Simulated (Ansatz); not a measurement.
`CC(C)(C)Cl`, relaxed with RKS PBE-D4/def2-SVP in Ansatz 0.2.0 from a rough embedded geometry. The force threshold is 0.03 eV/Å; the program also tests the step.

Total charge 0; spin multiplicity 1.

Start:

```xyz
14

C     1.217    0.652   -0.231
C     0.150   -0.327    0.058
C    -0.611    0.134    1.269
C    -0.823   -0.512   -1.107
Cl    0.861   -1.951    0.389
H     1.983    0.736    0.610
H     1.850    0.317   -1.098
H     0.876    1.615   -0.438
H     0.025    0.224    2.215
H    -1.441   -0.563    1.558
H    -1.083    1.127    1.139
H    -1.250    0.499   -1.364
H    -1.539   -1.169   -0.974
H    -0.216   -0.783   -2.028
```

| step | energy (eV) | largest force (eV/Å) | largest move (Å) |
| --- | --- | --- | --- |
| 1 | -16799.3775 | 7.083 | 0.000 |
| 2 | -16799.9489 | 1.670 | 0.050 |
| 3 | -16800.0140 | 0.226 | 0.053 |
| 4 (rejected) | -16800.0134 | 0.186 | 0.018 |
| 5 | -16800.0156 | 0.033 | 0.009 |
| 6 | -16800.0158 | 0.001 | 0.007 |

End:

```xyz
14

C     1.289    0.657   -0.238
C     0.131   -0.293    0.062
C    -0.640    0.127    1.314
C    -0.792   -0.465   -1.143
Cl    0.872   -1.953    0.416
H     1.977    0.731    0.626
H     1.869    0.311   -1.116
H     0.894    1.672   -0.458
H     0.034    0.196    2.190
H    -1.443   -0.599    1.547
H    -1.104    1.122    1.151
H    -1.261    0.509   -1.398
H    -1.597   -1.193   -0.926
H    -0.228   -0.822   -2.027
```

It took 6 s on 4 threads of an Intel Xeon 6975P-C on a shared host, with 0.18 GiB of host memory at the peak.
